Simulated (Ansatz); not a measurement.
An Ansatz input:

```yaml
crystal:
  lattice:
    - [-1.715415088, 1.715415088, 1.715415088]
    - [1.715415088, -1.715415088, 1.715415088]
    - [1.715415088, 1.715415088, -1.715415088]
  atoms:
    - { symbol: Li, position: [0.0, 0.0, 0.0] }
hamiltonian:
  xc: pbe
  pseudopotentials:
    kind: paw
    azcp:
      Li: "pseudopotentials/Li.paw.azcp"
basis:
  ecutwfc: 420
  fft_grid_basis: typed
kpoints:
  mp_grid: { grid: [21, 21, 21], shift: [0, 0, 0] }
magnetization:
  spin_polarized: false
scf:
  occupations: { method: fermi_dirac, width: 0.1 }
```

and its output:

```
Engine: ansatz 0.2.0, x86_64-unknown-linux-gnu
Pseudopotentials: kind: paw
Pseudopotential: Li, paw, valence charge 3, recommended cutoff 420 eV (normal) 
Functional definition: PBE
  parameter kappa = 0.804
  parameter beta = 0.06672455060314922
  exchange = pbe_x(kappa = kappa, mu = beta*pi^2/3)
  correlation = pbe_c(beta = beta)
Crystal: 1 atoms, lattice volume = 20.191 Å³
Basis set: ecut = 420 eV, 381 PW (Γ)
Bands: 6, of which v1, the nominal top of the filled ones, is band 2 counted from 1 (1 counted from 0)
Symmetry: 48 space group operations
Space group: Im-3m (ITA 229), of the structure as read, at distance tolerance 2.7e-5 Å
k-points: 286 of 9261
Non-local potential: Li, projectors of the file, l = 0: 3, l = 1: 2, l = 2: 1
PAW form: soft (Blöchl's): semilocal exchange-correlation on the pseudo side does not see the compensation charge
PAW one-centre angular grid: Li, 110 points (default); XC on 64 Gauss nodes
Initial density: superposition of atomic densities (neutral atoms: chi_scale 0, normalization atom), corrected by the library's trained network
Initial wavefunctions: pseudopotential atomic-orbital guess
Functional: x = pbe(κ = 0.804, μ = 0.2195149727645171), c = pbe(β = 0.06672455060314922)
SCF iter   1: F=—  HF=-204.694389 eV  |F-HF|=—  |Δ(HF+E_count)|=         —  Δρ=1.37e-4  dr2=2.92e-6  ethr=1.77e-3  ⟨swp⟩=4.0  Hψ=13438  notcnv=0
SCF iter   2: F=—  HF=-204.694383 eV  |F-HF|=—  |Δ(HF+E_count)|=   5.81e-6  Δρ=6.97e-5  dr2=7.62e-7  ethr=9.74e-8  ⟨swp⟩=2.1  Hψ=4454  notcnv=0
iter 3 did not close the SCF: its close was put off for the readings that it lacked (scf_convergence_deferred on its scf_iter line)
SCF iter   3: F=-204.694383 eV  HF=-204.694383 eV  |F-HF|=1.82e-9  |Δ(HF+E_count)|=   1.64e-9  Δρ=4.22e-6  dr2=1.61e-9  ethr=2.54e-8  ⟨swp⟩=2.0  Hψ=2146  notcnv=0
iter 4 did not close the SCF: its close was put off for the readings that it lacked (scf_convergence_deferred on its scf_iter line)
SCF iter   4: F=-204.694383 eV  HF=-204.694383 eV  |F-HF|=1.38e-10  |Δ(HF+E_count)|=   2.18e-9  Δρ=7.50e-7  dr2=6.53e-11  ethr=5.37e-11  ⟨swp⟩=2.1  Hψ=2156  notcnv=0
iter 5 did not close the SCF: its close was put off for the readings that it lacked (scf_convergence_deferred on its scf_iter line)
SCF iter   5: F=-204.694383 eV  HF=-204.694383 eV  |F-HF|=1.71e-13  |Δ(HF+E_count)|=  1.46e-10  Δρ=5.45e-8  dr2=3.05e-13  ethr=2.18e-12  ⟨swp⟩=2.0  Hψ=2044  notcnv=0
SCF iter   6: F=-204.694383 eV  HF=-204.694383 eV  |F-HF|=2.84e-14  |Δ(HF+E_count)|=  1.14e-13  Δρ=1.07e-9  dr2=1.83e-16  ethr=1.00e-12  ⟨swp⟩=1.0  Hψ=4260  notcnv=0
SCF 1 converged in 6 iterations: F = -204.694383 eV  dr2 = 1.83e-16
SCF converged after 6 iterations
Free energy (F): -204.694383 eV
Harris-Foulkes:  -204.694383 eV  (|F-HF|=2.84e-14)
Internal energy: -204.678371 eV  (E = F + TS)
E sigma→0 (E₀):  -204.686377 eV
Entropy (-TS):   -0.016012 eV (-16.012 meV/atom)
Fermi energy:    1.041853 eV
--- Per-component energies (eV) ---
  E_band       = -91.257214
  E_kinetic    = 21.223703
  E_local      = -132.043331  (includes V_loc(G=0)·N_el)
  E_nonlocal   = -33.242834
  E_hartree    = 39.204343
  E_xc         = -10.073829
  E_vxc        = -12.967864  (∫ρ·V_xc dr)
  E_paw        = -21.011894  (= ΣΔE_a)
  E_vpaw       = -12.635580  (= ΣTr[D̂ρ^β])
  E_aug_tail   = 0.000006  (compensation charges beyond the density's cutoff)
  E_ewald      = -68.734536
  E_smearing   = -0.016012  (= −TS)
  E_closure    = 0.000000  (closes the sum)
  Σ components = -204.694383   (vs F -204.694383, Δ=0.00e0)
```
